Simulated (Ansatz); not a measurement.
in.yaml

```yaml
crystal:
  periodic: [false, false, false]
  atoms:
    - {symbol: Si, position_ang: [0.000000, 0.000000, 0.529889]}
    - {symbol: C, position_ang: [0.000000, 0.000000, -1.168891]}
    - {symbol: H, position_ang: [0.000000, 1.244456, 1.327628]}
    - {symbol: H, position_ang: [0.000000, -1.244456, 1.327628]}
    - {symbol: H, position_ang: [0.000000, 0.917470, -1.745809]}
    - {symbol: H, position_ang: [0.000000, -0.917470, -1.745809]}
basis:
  gaussian: {orbitals: cc-pVDZ}
correlation: {method: fic_mrcisd_q, electrons: outside_noble_gas, active_space: {window: {electrons: 8, orbitals: 8}}}
```

```sh
$ ansatz run in.yaml --threads 1 --pin off --events-out ev --progress --plain --max-ram 2393MiB
```

Output:

```
488 factors; integrals over basis functions are off by at most 1.2e-3 eV
mean field evaluation 1: about -8951.8869 eV, gradient 2.6e1 eV
mean field evaluation 2: about -8951.8888 eV, gradient 2.6e1 eV
mean field evaluation 4: about -8954.0935 eV, gradient 2.4e0 eV
mean field evaluation 8: about -8954.1328 eV, gradient 8.1e-4 eV
mean field -8954.13283951 eV, -329.0583125226 hartree, gradient 2.4e-6 eV, S^2 0.000000; 0 other end points of the search recorded, 0 dependent functions left out; unrestricted orbitals would lower it
reference -8954.13283951 eV, -329.0583125226 hartree; 12, 12 occupied and 40, 40 virtual orbitals, 488 factors
state -8956.76998341 eV, -329.1552257735 hartree
contracted CI cycle   1: correlation 0.00000000 eV, 0.0000000000 hartree, residual 1.82e1 eV
contracted CI cycle   2: correlation -4.61887728 eV, -0.1697406093 hartree, residual 3.37e0 eV
contracted CI cycle   3: correlation -4.78261087 eV, -0.1757577078 hartree, residual 8.26e-1 eV
contracted CI cycle   4: correlation -4.79322173 eV, -0.1761476496 hartree, residual 2.42e-1 eV
contracted CI cycle   5: correlation -4.79411327 eV, -0.1761804133 hartree, residual 7.83e-2 eV
contracted CI cycle   6: correlation -4.79420521 eV, -0.1761837919 hartree, residual 2.55e-2 eV
contracted CI cycle   7: correlation -4.79421464 eV, -0.1761841385 hartree, residual 8.89e-3 eV
contracted CI cycle   8: correlation -4.79421575 eV, -0.1761841791 hartree, residual 2.95e-3 eV
contracted CI cycle   9: correlation -4.79421587 eV, -0.1761841836 hartree, residual 1.02e-3 eV
state -8956.76998341 eV, -329.1552257735 hartree; corrected -8961.96427049 eV, -329.3461123031 hartree
Total energy: -8961.96427049 eV, -329.3461123031 hartree
```

Natural occupations: 1.9813 1.9781 1.9735 1.9290 0.0708 0.0262 0.0212 0.0199.

Ran on 1 thread of Arm Neoverse V1, shared host: 9.5 s wall, 0.23 GiB peak host memory.
